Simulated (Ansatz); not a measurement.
The input, for Ansatz 0.2.0:

```yaml
crystal:
  periodic: [false, false, false]
  atoms:
    - {symbol: Al, position_ang: [0.000000, 0.000000, 2.187600]}
    - {symbol: Ga, position_ang: [0.000000, 0.000000, -0.120800]}
    - {symbol: H, position_ang: [0.000000, 0.000000, -2.066800]}
basis:
  gaussian: {orbitals: 6-31G}
magnetization: {spin_polarized: false, initial_magnetization: 3}
correlation: {method: bccd_t, electrons: outside_noble_gas}
```

```sh
$ ansatz run in.yaml --threads 1 --pin off --events-out ev --progress --plain --max-ram 2393MiB
```

Output:

```
420 factors; integrals over basis functions are off by at most 1.7e-4 eV
mean field evaluation 1: about -58919.7633 eV, gradient 5.5e0 eV
mean field evaluation 2: about -58919.7838 eV, gradient 5.6e0 eV
mean field evaluation 4: about -58920.5088 eV, gradient 2.1e0 eV
mean field evaluation 8: about -58920.8058 eV, gradient 5.6e-1 eV
mean field evaluation 16: about -58920.8202 eV, gradient 3.7e-5 eV
mean field evaluation 32: about -58917.6214 eV, gradient 6.7e0 eV
mean field evaluation 64: about -58916.3979 eV, gradient 6.5e-1 eV
mean field evaluation 96: about -58918.6278 eV, gradient 5.9e-1 eV
mean field evaluation 128: about -58918.1192 eV, gradient 4.1e-4 eV
mean field evaluation 160: about -58917.7491 eV, gradient 1.6e-2 eV
mean field -58920.82015449 eV, -2165.3002027111 hartree, gradient 1.2e-6 eV, S^2 3.750000; 8 other end points of the search recorded, 0 dependent functions left out
mean field evaluation 192: about -58919.8624 eV, gradient 5.1e0 eV
mean field evaluation 224: about -58920.8607 eV, gradient 2.4e-1 eV
determinant -58920.82015449 eV, -2165.3002027111 hartree, with singles and doubles -58922.88858079 eV, -2165.3762159758 hartree
determinant -58918.64333063 eV, -2165.2202059100 hartree, with singles and doubles -58920.37075239 eV, -2165.2836874885 hartree
determinant -58918.11919741 eV, -2165.2009443694 hartree, with singles and doubles -58920.16655505 eV, -2165.2761833748 hartree
determinant -58917.74911508 eV, -2165.1873440946 hartree, with singles and doubles -58920.15134445 eV, -2165.2756243957 hartree
19 core orbitals not correlated: weight in the atoms' cores, before any rotation towards them, 0.997 or more for the frozen orbitals, at most 0.001 for the correlated occupied ones
reference -58920.82015449 eV, -2165.3002027111 hartree; 5, 2 occupied and 20, 23 virtual orbitals, 420 factors
second order -1.39387038 eV of doubles, -0.01915572 eV of singles
cycle   1  -2.07305542 eV  change   -6.5e-2 eV  update   1.8e-2
cycle   2  -2.07148722 eV  change    1.6e-3 eV  update   7.6e-3
cycle   3  -2.07109939 eV  change    3.9e-4 eV  update   4.6e-3
cycle   4  -2.07212281 eV  change   -1.0e-3 eV  update   2.7e-3
cycle   5  -2.07227355 eV  change   -1.5e-4 eV  update   1.3e-3
cycle   6  -2.07243297 eV  change   -1.6e-4 eV  update   4.1e-4
cycle   7  -2.07255257 eV  change   -1.2e-4 eV  update   1.7e-4
cycle   8  -2.07257785 eV  change   -2.5e-5 eV  update   9.0e-5
cycle   9  -2.07255976 eV  change    1.8e-5 eV  update   3.7e-5
cycle  10  -2.07254968 eV  change    1.0e-5 eV  update   1.3e-5
cycle  11  -2.07254607 eV  change    3.6e-6 eV  update   4.8e-6
perturbative correction -0.07018446 eV, -0.0025792312 hartree
Total energy: -58922.96288501 eV, -2165.3789466054 hartree
```

For the same geometry and basis full CI lies 37.8 meV lower.

Ran on 1 thread of Arm Neoverse V2, shared host: 2.9 s wall, 0.23 GiB peak host memory.
